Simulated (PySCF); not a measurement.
The first ionisation energy along group 13

Calculated with PySCF 2.14 from differences of total energies of unrestricted determinants, without spin-orbit coupling. Values in eV. The last column holds reference values (NIST; (s) semi-empirical, (t) theoretical, else measured). Unmarked ones compare directly (S terms, centres of terms, or small fine structure); those marked * lie between the lowest fine-structure levels and include a spin-orbit shift.

| element | configurations | UHF | MP2 (valence) | SCS-MP2 (valence) | CCSD (valence) | CCSD(T) (valence) | B3LYP | reference |
| --- | --- | --- | --- | --- | --- | --- | --- | --- |
| B (6-31G*, non-relativistic) | [He] 2s2 2p1 → [He] 2s2 | 7.835 | 7.909 | 7.870 | 7.770 | 7.791 | 8.543 | 8.297 |
| Al (6-31G*, non-relativistic) | [Ne] 3s2 3p1 → [Ne] 3s2 | 5.559 | 5.646 | 5.624 | 5.685 | 5.699 | 6.030 | 5.977 |
| Ga (6-31G*, non-relativistic) | [Ar] 3d10 4s2 4p1 → [Ar] 3d10 4s2 | 5.570 | 5.702 | 5.684 | 5.762 | 5.775 | 6.082 | 5.931 |

```tsv
method	elements	mean error (eV)	mean absolute error (eV)	largest error (eV)
UHF	3	-0.413	0.413	-0.462
MP2 (valence)	3	-0.316	0.316	-0.388
SCS-MP2 (valence)	3	-0.342	0.342	-0.427
CCSD (valence)	3	-0.329	0.329	-0.527
CCSD(T) (valence)	3	-0.313	0.313	-0.506
B3LYP	3	0.150	0.150	0.246
```

Errors include the incompleteness of the basis and the frozen core.

"Valence" correlates the outer s and p shells and, in groups 3 to 12 and the f block, the outer d or f shell, open or full, or the next shell where the ion has no valence electron left; the wider scheme adds the next inner shell.
